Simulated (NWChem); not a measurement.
Program: NWChem. System: chloromethane (CH₃Cl), charge 0, spin multiplicity 1, at a geometry optimised with PBE/def2-SVP. Level: MP2/def2-TZVP, 6 core orbitals frozen.

Part of the output:

```
             Northwest Computational Chemistry Package (NWChem) 7.3.0
             --------------------------------------------------------

                                NWChem Input Module
                                -------------------

 Scaling coordinates for geometry "geometry" by  1.889725989
 (inverse scale =  0.529177249)

 Turning off AUTOSYM since
 SYMMETRY directive was detected!

                             Geometry "geometry" -> ""
                             -------------------------

 Output coordinates in angstroms (scale by  1.889725989 to convert to a.u.)

  No.       Tag          Charge          X              Y              Z
 ---- ---------------- ---------- -------------- -------------- --------------
    1 C                    6.0000     1.12787200    -0.05681800     0.00000000
    2 Cl                  17.0000    -0.66097100     0.03329700     0.00000000
    3 H                    1.0000     1.46348300    -0.59668600     0.90464700
    4 H                    1.0000     1.46348300    -0.59668600    -0.90464700
    5 H                    1.0000     1.54231100     0.96822800     0.00000000

 Effective nuclear repulsion energy (a.u.)      50.9037397874

            Nuclear Dipole moment (a.u.)
            ----------------------------
        X                 Y               Z
 ---------------- ---------------- ----------------
     0.0000037795    -0.0000056692     0.0000000000

      Symmetry information
      --------------------

 Group name             Cs
 Group number              2
 Group order               2
 No. of unique centers     4

      Symmetry unique atoms

     1    2    3    5


 Summary of "ao basis" -> "" (spherical)
 ------------------------------------------------------------------------------
       Tag                 Description            Shells   Functions and Types
 ---------------- ------------------------------  ------  ---------------------
 *                         def2-tzvp                  on all atoms

 Summary of "ao basis" -> "ao basis" (spherical)
 ------------------------------------------------------------------------------
       Tag                 Description            Shells   Functions and Types
 ---------------- ------------------------------  ------  ---------------------
 C                         def2-tzvp                11       31   5s3p2d1f
 Cl                        def2-tzvp                13       37   5s5p2d1f
 H                         def2-tzvp                 4        6   3s1p

                                 NWChem SCF Module
                                 -----------------

  ao basis        = "ao basis"
  functions       =    86
  atoms           =     5
  closed shells   =    13
  open shells     =     0
  charge          =   0.00
  wavefunction    = RHF
  use symmetry    = T
  symmetry adapt  = T

 Summary of "ao basis" -> "ao basis" (spherical)
 ------------------------------------------------------------------------------
       Tag                 Description            Shells   Functions and Types
 ---------------- ------------------------------  ------  ---------------------
 C                         def2-tzvp                11       31   5s3p2d1f
 Cl                        def2-tzvp                13       37   5s5p2d1f
 H                         def2-tzvp                 4        6   3s1p

      Symmetry analysis of basis
      --------------------------

        a'         57
        a"         29

 Forming initial guess at       0.1s

      Superposition of Atomic Density Guess
      -------------------------------------

 Sum of atomic energies:        -498.64844441

      Non-variational initial energy
      ------------------------------

 Total energy =    -499.321341
 1-e energy   =    -787.702839
 2-e energy   =     237.477758
 HOMO         =      -0.383766
 LUMO         =       0.046061

      Symmetry analysis of molecular orbitals - initial
      -------------------------------------------------

  Numbering of irreducible representations:

     1 a'          2 a"

  Orbital symmetries:

     1 a'          2 a'          3 a'          4 a'          5 a'
     6 a"          7 a'          8 a'          9 a'         10 a"
[...]
 Vector   12  Occ=2.000000D+00  E=-4.343991D-01  Symmetry=a"
              MO Center= -4.0D-01, -1.7D-02,  2.7D-10, r^2= 1.7D+00
   Bfn.  Coefficient  Atom+Function         Bfn.  Coefficient  Atom+Function
  ----- ------------  ---------------      ----- ------------  ---------------
    48      0.517986  2 Cl pz                51      0.368530  2 Cl pz
    45      0.245223  2 Cl pz                39     -0.190269  2 Cl pz

 Vector   13  Occ=2.000000D+00  E=-4.343991D-01  Symmetry=a'
              MO Center= -4.0D-01,  5.8D-02, -2.7D-10, r^2= 1.7D+00
   Bfn.  Coefficient  Atom+Function         Bfn.  Coefficient  Atom+Function
  ----- ------------  ---------------      ----- ------------  ---------------
    47      0.517330  2 Cl py                50      0.368063  2 Cl py
    44      0.244912  2 Cl py                38     -0.190028  2 Cl py

 Vector   14  Occ=0.000000D+00  E= 1.404706D-01  Symmetry=a'
              MO Center=  1.5D+00, -7.6D-02,  4.6D-16, r^2= 5.6D+00
   Bfn.  Coefficient  Atom+Function         Bfn.  Coefficient  Atom+Function
  ----- ------------  ---------------      ----- ------------  ---------------
     5      4.015535  1 C  s                 71     -1.772208  3 H  s
    77     -1.772208  4 H  s                 83     -1.772202  5 H  s
    36     -0.587947  2 Cl s                 49     -0.415401  2 Cl px
     3      0.240114  1 C  s                 12      0.240872  1 C  px
    70      0.233089  3 H  s                 76      0.233089  4 H  s

 Vector   15  Occ=0.000000D+00  E= 1.859249D-01  Symmetry=a'
              MO Center=  4.7D-01, -2.4D-02,  4.0D-15, r^2= 4.8D+00
   Bfn.  Coefficient  Atom+Function         Bfn.  Coefficient  Atom+Function
  ----- ------------  ---------------      ----- ------------  ---------------
    12      1.611875  1 C  px                36      1.261311  2 Cl s
     5      1.221021  1 C  s                 49      0.971094  2 Cl px
    71     -0.910701  3 H  s                 77     -0.910701  4 H  s
    83     -0.910733  5 H  s                  4     -0.487044  1 C  s
     9      0.245866  1 C  px                 6      0.195724  1 C  px

 Vector   16  Occ=0.000000D+00  E= 2.101747D-01  Symmetry=a'
              MO Center=  1.6D+00,  7.2D-01,  1.0D-10, r^2= 4.8D+00
   Bfn.  Coefficient  Atom+Function         Bfn.  Coefficient  Atom+Function
  ----- ------------  ---------------      ----- ------------  ---------------
    83      3.016181  5 H  s                 13     -1.835023  1 C  py
    71     -1.508103  3 H  s                 77     -1.508103  4 H  s
    82     -0.400727  5 H  s                 50      0.268868  2 Cl py
     7     -0.200142  1 C  py                70      0.200364  3 H  s
    76      0.200364  4 H  s

 center of mass
 --------------
 x =  -0.19182464 y =   0.00966312 z =   0.00000000

 moments of inertia (a.u.)
 ------------------
          12.099563690257           6.312964975418           0.000000000000
           6.312964975418         137.097804434010           0.000000000000
           0.000000000000           0.000000000000         137.415854637899

  Mulliken analysis of the total density
  --------------------------------------

    Atom       Charge   Shell Charges
 -----------   ------   -------------------------------------------------------
    1 C    6     6.22   0.85  1.12  0.48  0.72  0.03  1.18  1.42  0.30  0.02  0.08  0.01
    2 Cl  17    17.18   2.01  0.45  1.52  1.09  0.85  4.18  1.69  1.08  2.80  1.46  0.01  0.04  0.00
    3 H    1     0.87   0.26  0.48  0.10  0.02
    4 H    1     0.87   0.26  0.48  0.10  0.02
    5 H    1     0.87   0.26  0.48  0.10  0.02

       Multipole analysis of the density wrt the origin
       ------------------------------------------------

     L   x y z        total         open         nuclear
     -   - - -        -----         ----         -------
     0   0 0 0     -0.000000      0.000000     26.000000

     1   1 0 0      0.832238      0.000000      0.000004
     1   0 1 0     -0.041925      0.000000     -0.000006
     1   0 0 1     -0.000000      0.000000      0.000000

     2   2 0 0    -13.465740      0.000000     77.570177
     2   1 1 0     -0.069829      0.000000     -3.613251
     2   1 0 1     -0.000000      0.000000      0.000000
     2   0 2 0    -14.848229      0.000000      6.027068
     2   0 1 1      0.000000      0.000000      0.000000
     2   0 0 2    -14.851756      0.000000      5.845019

                   NWChem MP2 Semi-direct Energy/Gradient Module
                   ---------------------------------------------

  Basis functions       =     86
  Molecular orbitals    =     86
  Frozen core           =      6
  Frozen virtuals       =      0
  Active alpha occupied =      7
  Active beta occupied  =      7
  Active alpha virtual  =     73
  Active beta virtual   =     73
  Use MO symmetry       = T
  Use skeleton AO sym   = T

  AO/Fock/Back tols     =   1.0D-09  1.0D-09  1.0D-09

 GA uses MA = F    GA memory limited = T

 Available:
  local mem=  1.15D+08
 global mem=  1.31D+08
 local disk=  0.00D+00
  mp2_memr nvloc                    73
  nvloc new                    73
   1 passes of   7:        5242880                      40627                   6489753.
   1 passes of   7: M    114681101           G      131057208           F     109438221.

 Semi-direct pass number   1 of   1  for RHF alpha+beta  at        1.9s
  vrange nnbf                  3728
  mp2_eaftype                    24  avail_ma_in_mb                   999
 EAF : mp2_eaftype filesize          24    3244877.
  mp2_eaf for mointskh                     24
Node 0 wrote     15.2 Mb in      0.0 s     Agg I/O rate:  2020.8 Mb/s
 Done moints_semi at        4.5s
  mp2_eaftype                    24  avail_ma_in_mb                   975
 EAF : mp2_eaftype filesize          24    3244877.
  mp2_eaf for kh                    24
 Done maket at        4.6s
 Done multipass loop at        4.6s

          -------------------------------------------
          SCF energy                -499.138307968915
          Correlation energy          -0.362128979509
          Singlet pairs               -0.237600494334
          Triplet pairs               -0.124528485176
          Total MP2 energy          -499.500436948424
          -------------------------------------------

          ---------------------------------------------------
                    Spin Component Scaled (SCS) MP2
          Same spin pairs                     -0.083018990117
          Same spin scaling factor             0.333333333333
          Opposite spin pairs                 -0.279109989392
          Opposite spin scaling fact.          1.200000000000
          SCS-MP2 correlation energy          -0.362604983976
          Total SCS-MP2 energy              -499.500912952892
          ---------------------------------------------------

 -----------------------
 Performance information
 -----------------------

 Timer overhead =  1.93D-07 seconds/call

               Nr. of calls         CPU time (s)                 Wall time (s)                GFlops
             ---------------    -------------------     ------------------------------   -------------------
Name         Min   Avg   Max    Min     Avg     Max     Min     Avg     Max   Mx/calls   Min     Max     Sum
mp2: moin     1     1     1    2.6     2.6     2.6      2.6     2.6     2.6     2.6      0.0     0.0     0.0
mp2: make     1     1     1   8.02E-2 8.02E-2 8.02E-2  8.02E-2 8.02E-2 8.02E-2 8.02E-2   0.0     0.0     0.0
mp2: tota     1     1     1    2.7     2.7     2.7      2.7     2.7     2.7     2.7      0.0     0.0     0.0

 The average no. of pstat calls per process was 3.00D+00
 with a timing overhead of 5.79D-07s

 Task  times  cpu:        4.5s     wall:        4.5s

 Total times  cpu:        4.6s     wall:        4.6s
```

**Question.** Write an NWChem input that would produce this output.

**Answer.** Several could match; the one computed here: 
```
start mol
memory heap 200 mb stack 800 mb global 1000 mb
geometry units angstroms nocenter noautoz
  C      1.127872    -0.056818     0.000000
  Cl    -0.660971     0.033297     0.000000
  H      1.463483    -0.596686     0.904647
  H      1.463483    -0.596686    -0.904647
  H      1.542311     0.968228     0.000000
  symmetry group Cs
end
basis spherical
  * library def2-tzvp
end
scf
  rhf
  nopen 0
  maxiter 100
  thresh 1e-7
  semidirect memsize 60000000 filesize 0
end
mp2
  freeze core 6
end
task mp2 energy
```
